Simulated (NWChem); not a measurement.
System: N$_{2}$H cation; SMILES N#[NH+]

Output (shortened):

```
             Northwest Computational Chemistry Package (NWChem) 7.3.0
             --------------------------------------------------------

 ORDER OF PRIMARY AXIS IS BEING SET TO 4
 C4V symmetry detected

 AUTOZ failed to generate good internal coordinates.
 Cartesian coordinates will be used in optimizations.

                             Geometry "geometry" -> ""
                             -------------------------

 Output coordinates in angstroms (scale by  1.889725989 to convert to a.u.)

  No.       Tag          Charge          X              Y              Z
 ---- ---------------- ---------- -------------- -------------- --------------
    1 N                    7.0000     0.00000000     0.00000000     0.65246567
    2 N                    7.0000     0.00000000     0.00000000    -0.44036033
    3 H                    1.0000     0.00000000     0.00000000    -1.48473733

 Effective nuclear repulsion energy (a.u.)      29.0072469459

      Symmetry information
      --------------------

 Group name             C4v
 Group number             18
 Group order               8
 No. of unique centers     3

                           NWChem Geometry Optimization
                           ----------------------------

 maximum gradient threshold         (gmax) =   0.000450
 rms gradient threshold             (grms) =   0.000300
 maximum cartesian step threshold   (xmax) =   0.001800
 rms cartesian step threshold       (xrms) =   0.001200
 fixed trust radius                (trust) =   0.300000
 source of zmatrix                         =

          -------------------
          Energy Minimization
          -------------------

 Using diagonal initial Hessian

          --------
          Step   0

                                 NWChem DFT Module
                                 -----------------

 Summary of "ao basis" -> "ao basis" (spherical)
 ------------------------------------------------------------------------------
       Tag                 Description            Shells   Functions and Types
 ---------------- ------------------------------  ------  ---------------------
 N                           6-31g*                  6       14   3s2p1d
 H                           6-31g*                  2        2   2s

      Symmetry analysis of basis
      --------------------------

        a1         14
        a2          0
        b1          2
        b2          2
        e          12

            General Information
            -------------------
          SCF calculation type: DFT
          Wavefunction type:  closed shell.
          No. of atoms     :     3
          No. of electrons :    14
           Alpha electrons :     7
            Beta electrons :     7
          Charge           :     1
          Spin multiplicity:     1
          Use of symmetry is: on ; symmetry adaption is: on
          Maximum number of iterations: 150
          AO basis - number of functions:    30
                     number of shells:    14
          Convergence on energy requested:  1.00D-06
          Convergence on density requested:  1.00D-05
          Convergence on gradient requested:  5.00D-04

              XC Information
              --------------
                         B3LYP Method XC Potential
                     Hartree-Fock (Exact) Exchange  0.200
                        Slater Exchange Functional  0.800 local
                    Becke 1988 Exchange Functional  0.720 non-local
              Lee-Yang-Parr Correlation Functional  0.810
                  VWN I RPA Correlation Functional  0.190 local

             Grid Information
             ----------------
          Grid used for XC integration:  medium
          Radial quadrature: Mura-Knowles
          Angular quadrature: Lebedev.
          Tag              B.-S. Rad. Rad. Pts. Rad. Cut. Ang. Pts.
          ---              ---------- --------- --------- ---------
          N                   0.65       49           7.0       434
          H                   0.35       45           7.0       434
          Grid pruning is: on
          Number of quadrature shells:   143
          Spatial weights used:  Erf1

      Superposition of Atomic Density Guess
      -------------------------------------

 Sum of atomic energies:        -109.08570903

 Renormalizing density from      15.00 to     14

      Non-variational initial energy
      ------------------------------

 Total energy =    -104.723066
 1-e energy   =    -191.198618
 2-e energy   =      57.468305
 HOMO         =      -1.036550
 LUMO         =      -0.515554

      Symmetry analysis of molecular orbitals - initial
      -------------------------------------------------

 !! scf_movecs_sym_adapt:    4 vectors were symmetry contaminated

  Symmetry fudging

 !! scf_movecs_sym_adapt:    2 vectors were symmetry contaminated

  Numbering of irreducible representations:

     1 a1          2 a2          3 b1          4 b2          5 e

  Orbital symmetries:

     1 a1          2 a1          3 a1          4 a1          5 e
     6 e           7 a1          8 e           9 e          10 a1
    11 a1         12 a1         13 e          14 e          15 a1
    16 e          17 e

   convergence    iter        energy       DeltaE   RMS-Dens  Diis-err
 ---------------- ----- ----------------- --------- --------- ---------
 d= 0,ls=0.0,diis     1   -109.6784304861 -1.39D+02  1.93D-02  3.76D-01
 d= 0,ls=0.0,diis     2   -109.6791665140 -7.36D-04  1.37D-02  3.12D-01
 d= 0,ls=0.0,diis     3   -109.6927628983 -1.36D-02  6.15D-03  2.30D-01
 d= 0,ls=0.0,diis     4   -109.7146556740 -2.19D-02  8.15D-04  2.63D-03
 d= 0,ls=0.0,diis     5   -109.7149327813 -2.77D-04  5.95D-05  1.13D-05
  Resetting Diis
 d= 0,ls=0.0,diis     6   -109.7149341182 -1.34D-06  6.18D-06  2.14D-07
 d= 0,ls=0.0,diis     7   -109.7149341381 -1.98D-08  4.61D-06  9.21D-09

         Total DFT energy =     -109.714934138084
      One electron energy =     -199.952092353530
           Coulomb energy =       74.968025095966
    Exchange-Corr. energy =      -13.738113826399
 Nuclear repulsion energy =       29.007246945880

 Numeric. integr. density =       13.999999896413

                  Occupations of the irreducible representations
                  ----------------------------------------------

                     irrep           alpha         beta
                     --------     --------     --------
                     a1                5.0          5.0
                     a2                0.0          0.0
                     b1                0.0          0.0
                     b2                0.0          0.0
                     e                 2.0          2.0

                       DFT Final Molecular Orbital Analysis
                       ------------------------------------

 Vector    5  Occ=2.000000D+00  E=-8.327069D-01  Symmetry=e
              MO Center=  5.7D-14, -2.0D-14,  1.6D-02, r^2= 8.3D-01
   Bfn.  Coefficient  Atom+Function         Bfn.  Coefficient  Atom+Function
  ----- ------------  ---------------      ----- ------------  ---------------
    17      0.482200  2 N  px                 3      0.414438  1 N  px
    21      0.237143  2 N  px                18     -0.171653  2 N  py
     7      0.158042  1 N  px                 4     -0.147531  1 N  py
    22     -0.084418  2 N  py                 8     -0.056259  1 N  py
    13      0.043495  1 N  d  1

 Vector    6  Occ=2.000000D+00  E=-8.327069D-01  Symmetry=e
              MO Center=  9.2D-16,  1.1D-15,  1.6D-02, r^2= 8.3D-01
   Bfn.  Coefficient  Atom+Function         Bfn.  Coefficient  Atom+Function
  ----- ------------  ---------------      ----- ------------  ---------------
    18      0.482200  2 N  py                 4      0.414438  1 N  py
    22      0.237143  2 N  py                17      0.171653  2 N  px
     8      0.158042  1 N  py                 3      0.147531  1 N  px
    21      0.084418  2 N  px                 7      0.056259  1 N  px
    11     -0.043495  1 N  d -1

 Vector    7  Occ=2.000000D+00  E=-8.091259D-01  Symmetry=a1
              MO Center= -5.9D-14,  2.0D-14,  8.4D-01, r^2= 7.1D-01
   Bfn.  Coefficient  Atom+Function         Bfn.  Coefficient  Atom+Function
  ----- ------------  ---------------      ----- ------------  ---------------
     6      0.567458  1 N  s                  5      0.494130  1 N  pz
     2      0.328082  1 N  s                 19     -0.237198  2 N  pz
     1     -0.142654  1 N  s                 20     -0.143237  2 N  s
     9      0.134089  1 N  pz                16     -0.124535  2 N  s
    23     -0.100375  2 N  pz                29      0.083843  3 H  s

 Vector    8  Occ=0.000000D+00  E=-3.850196D-01  Symmetry=e
              MO Center= -5.1D-16,  2.0D-15,  1.7D-01, r^2= 1.1D+00
   Bfn.  Coefficient  Atom+Function         Bfn.  Coefficient  Atom+Function
  ----- ------------  ---------------      ----- ------------  ---------------
     3      0.556306  1 N  px                 7      0.498225  1 N  px
    21     -0.486286  2 N  px                17     -0.475106  2 N  px
     4     -0.132504  1 N  py                 8     -0.118670  1 N  py
    22      0.115826  2 N  py                18      0.113163  2 N  py
    27     -0.045628  2 N  d  1

 Vector    9  Occ=0.000000D+00  E=-3.850196D-01  Symmetry=e
              MO Center= -9.3D-17, -1.7D-16,  1.7D-01, r^2= 1.1D+00
   Bfn.  Coefficient  Atom+Function         Bfn.  Coefficient  Atom+Function
  ----- ------------  ---------------      ----- ------------  ---------------
     4      0.556306  1 N  py                 8      0.498225  1 N  py
    22     -0.486286  2 N  py                18     -0.475106  2 N  py
     3      0.132504  1 N  px                 7      0.118670  1 N  px
    21     -0.115826  2 N  px                17     -0.113163  2 N  px
    25      0.045628  2 N  d -1

 Vector   10  Occ=0.000000D+00  E=-2.594670D-01  Symmetry=a1
              MO Center=  1.4D-15, -5.1D-16, -1.5D+00, r^2= 1.4D+00
   Bfn.  Coefficient  Atom+Function         Bfn.  Coefficient  Atom+Function
  ----- ------------  ---------------      ----- ------------  ---------------
    30     -1.332616  3 H  s                 20      1.227411  2 N  s
    29     -0.339136  3 H  s                 23     -0.284945  2 N  pz
    19     -0.257039  2 N  pz                16      0.229788  2 N  s
     5      0.211727  1 N  pz                 9      0.173143  1 N  pz
     6     -0.153625  1 N  s                  2     -0.123925  1 N  s

     Multipole analysis of the density
     ---------------------------------

     L   x y z        total         alpha         beta         nuclear
     -   - - -        -----         -----         ----         -------
     0   0 0 0      1.000000     -7.000000     -7.000000     15.000000

[...]

      ----------------------
      Optimization converged
      ----------------------

  Step       Energy      Delta E   Gmax     Grms     Xrms     Xmax
  ---- ---------------- -------- -------- -------- -------- --------
@    3    -109.71508645 -8.4D-09  0.00000  0.00000  0.00005  0.00013
                                     ok       ok       ok       ok

                         Geometry "geometry" -> "geometry"
                         ---------------------------------

 Output coordinates in angstroms (scale by  1.889725989 to convert to a.u.)

  No.       Tag          Charge          X              Y              Z
 ---- ---------------- ---------- -------------- -------------- --------------
    1 N                    7.0000     0.00000000     0.00000000     0.65543584
    2 N                    7.0000     0.00000000     0.00000000    -0.44412679
    3 H                    1.0000     0.00000000     0.00000000    -1.48394106

 Effective nuclear repulsion energy (a.u.)      28.8756813852

      Symmetry information
      --------------------

 Group name             C4v
 Group number             18
 Group order               8
 No. of unique centers     3

 ==============================================================================
                                internuclear distances
 ------------------------------------------------------------------------------
       center one      |      center two      | atomic units |  angstroms
 ------------------------------------------------------------------------------
    2 N                |   1 N                |     2.07787  |     1.09956
    3 H                |   2 N                |     1.96496  |     1.03981
 ------------------------------------------------------------------------------
                         number of included internuclear distances:          2
 ==============================================================================

[second-derivative integrals and response iterations left out]

  Vibrational analysis via the FX method

  See chapter 2 in "Molecular Vibrations" by Wilson, Decius and Cross

  Vib: Default input used

 ---------------------------- Atom information ----------------------------
     atom    #        X              Y              Z            mass
 --------------------------------------------------------------------------
    N        1  0.0000000D+00  0.0000000D+00  1.2385941D+00  1.4003070D+01
    N        2  0.0000000D+00  0.0000000D+00 -8.3927793D-01  1.4003070D+01
    H        3  0.0000000D+00  0.0000000D+00 -2.8042420D+00  1.0078250D+00
 --------------------------------------------------------------------------

[unprojected Hessian and modes left out]

        Vibrational analysis via the FX method
  --- with translations and rotations projected out ---
  --- via the Eckart algorithm                      ---
 Dependent rotation vector no.                    3
  found in ECKART; assuming linear geometry
 Projected Nuclear Hessian trans-rot subspace norm:6.2421D-32
                         (should be close to zero!)

[projected Hessian left out]

 Rotational Constants
 --------------------
 A=   0.000000 cm-1  (  0.000000 K)
 B=   1.543292 cm-1  (  2.220404 K)
 C=   1.543292 cm-1  (  2.220404 K)

 Temperature                      =   298.15K
 frequency scaling parameter      =   1.0000

 Linear Molecule

 Zero-Point correction to Energy  =   10.272 kcal/mol  (  0.016369 au)
 Thermal correction to Energy     =   11.898 kcal/mol  (  0.018960 au)
 Thermal correction to Enthalpy   =   12.490 kcal/mol  (  0.019904 au)

 Total Entropy                    =   48.364 cal/mol-K
   - Translational                =   36.013 cal/mol-K (mol. weight =  29.0140)
   - Rotational                   =   11.719 cal/mol-K (symmetry #  =        1)
   - Vibrational                  =    0.631 cal/mol-K

 Cv (constant volume heat capacity) =    6.657 cal/mol-K
   - Translational                  =    2.979 cal/mol-K
   - Rotational                     =    1.986 cal/mol-K
   - Vibrational                    =    1.691 cal/mol-K

[normal modes left out]

 ----------------------------------------------------------------------------
 Normal Eigenvalue ||           Projected Infra Red Intensities
  Mode   [cm**-1]  || [atomic units] [(debye/angs)**2] [(KM/mol)] [arbitrary]
 ------ ---------- || -------------- ----------------- ---------- -----------
    1       -0.000 ||    0.034466           0.795        33.599       2.652
    2       -0.000 ||    0.076841           1.773        74.908       5.912
    3       -0.000 ||    0.002311           0.053         2.253       0.178
    4        0.000 ||    0.002311           0.053         2.253       0.178
    5        0.000 ||    0.076841           1.773        74.908       5.912
    6      692.056 ||    0.157296           3.629       153.340      12.103
    7      692.056 ||    0.157296           3.629       153.340      12.103
    8     2392.626 ||    0.003852           0.089         3.755       0.296
    9     3411.761 ||    0.658462          15.191       641.901      50.665
 ----------------------------------------------------------------------------
```

Level: B3LYP/6-31G* (spherical d). 

Question: Which NWChem input produces such a log?

Answer: Several could match; the one computed here: the input that was run:
```
start job
memory heap 200 mb stack 900 mb global 1100 mb
charge 1
geometry units angstroms
  N      0.000000     0.000000     0.657803
  N      0.000000     0.000000    -0.435023
  H      0.000000     0.000000    -1.479400
end
basis spherical
  N library 6-31g*
  H library 6-31g*
end
dft
  xc b3lyp
  iterations 150
end
driver
  maxiter 120
end
task dft optimize
task dft freq
```
